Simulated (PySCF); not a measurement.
# MP2/STO-6G run of BHO2 (oxoborinic acid)

Aim: the vertical ionisation energy of BHO2 (oxoborinic acid) at MP2/STO-6G, from 2 runs. The job is set up through a Python script.

The results are computed with PySCF 2.14.0.

6 further runs of the same task are left out: 6 set aside as unsound or not needed.

## (1) The system as given

BHO2: 4 atoms, total charge 0, spin state singlet. SMILES: `O=BO`. The shape is that of a PBE0-D4/def2-TZVP optimisation.

Bond lengths: O1–B2 1.210 Å, B2–O3 1.322 Å, O3–H4 0.960 Å. Angles: O1–B2–O3 177.5°, B2–O3–H4 117.0°.

## (2) The energy at MP2/STO-6G

job.py reads:

```python
# O=BO
from pyscf import gto, scf, mp

mol = gto.Mole()
mol.atom = '''
O   -1.555100   0.523500   0.428500
B   -0.423900   0.132000   0.248600
O    0.816700  -0.302000   0.108600
H    1.162300  -0.353500  -0.785700
'''
mol.basis = 'sto-6g'
mol.verbose = 3
mol.max_memory = 1860
mol.spin = 0
mol.charge = 0
mol.build()

mf = scf.RHF(mol)
mf.conv_tol = 1e-10
mf.kernel()
if not mf.converged:
    mf = mf.newton().run(mf.mo_coeff, mf.mo_occ)

pt = mp.MP2(mf, frozen=3).run()
e_final = pt.e_tot
print(f'total energy: {e_final:.8f} hartree')
```

On the command line:

```bash
OMP_NUM_THREADS=1 python job.py
```

Standard output:

```text
converged SCF energy = -174.374346146647
E(RMP2) = -174.529475238141  E_corr = -0.155129091493332
E(SCS-RMP2) = -174.52825534481  E_corr = -0.153909198162719
total energy: -174.52947524 hartree
```

Run time: 0.99 s. Hardware: 1 thread of Intel Xeon 6975P-C (Granite Rapids), shared host; peak memory 0.11 GiB.

## (3) The doublet cation, same level

input.py reads:

```python
from pyscf import gto, mp

mol = gto.Mole()
mol.atom = [
    ('O', (-1.555100, 0.523500, 0.428500)),
    ('B', (-0.423900, 0.132000, 0.248600)),
    ('O', (0.816700, -0.302000, 0.108600)),
    ('H', (1.162300, -0.353500, -0.785700)),
]
mol.charge = 1
mol.max_memory = 1860
mol.spin = 1
mol.basis = 'sto-6g'
mol.verbose = 3
mol.build()

mf = mol.UHF()
mf.conv_tol = 1e-10
mf.kernel()
if not mf.converged:
    mf = mf.newton().run(mf.mo_coeff, mf.mo_occ)

pt = mp.MP2(mf, frozen=3).run()
energy = pt.e_tot
print('Final energy', energy)
```

On the command line:

```bash
OMP_NUM_THREADS=1 python input.py
```

Standard output:

```text
converged SCF energy = -174.078367120549  <S^2> = 0.83682906  2S+1 = 2.0850219
E(UMP2) = -174.200438738819  E_corr = -0.122071618270395
E(SCS-UMP2) = -174.199451930324  E_corr = -0.121084809775318
Final energy -174.2004387388189
```

Run time: 0.75 s. Hardware: 1 thread of Intel Xeon 6975P-C (Granite Rapids), shared host; peak memory 0.12 GiB.

## (4) Outcome

Level: MP2/STO-6G, 3 core orbitals frozen.

| quantity | value |
| --- | --- |
| singlet BHO2: total energy | -174.52948 Eh |
| singlet BHO2: dipole moment (Hartree–Fock density) | 2.78 D |
| singlet BHO2: HOMO energy (Hartree–Fock orbitals) | -9.92 eV |
| singlet BHO2: LUMO energy (Hartree–Fock orbitals) | 10.22 eV |
| singlet BHO2: HOMO–LUMO gap (Hartree–Fock orbitals) | 20.13 eV |
| singlet BHO2: correlation energy (3 core orbitals frozen) | -155.1 mEh |
| doublet cation: total energy | -174.20044 Eh |
| doublet cation: HOMO energy (Hartree–Fock orbitals) (highest over α and β) | -20.91 eV |
| doublet cation: LUMO energy (Hartree–Fock orbitals) (lowest over α and β) | -6.88 eV |
| doublet cation: correlation energy (3 core orbitals frozen) | -122.1 mEh |
| doublet cation: ⟨S²⟩ of the reference determinant | 0.837 |
| vertical ionisation energy (to the doublet cation) | 8.954 eV |

**Reading.** Removing an electron at fixed nuclei costs 8.95 eV (206 kcal/mol). In a minimal basis such a difference can be off by several eV, whatever the method. Mulliken charges (doublet cation) of the mean-field density run from -0.20 on O3 to +0.82 on B2; they depend strongly on the basis.
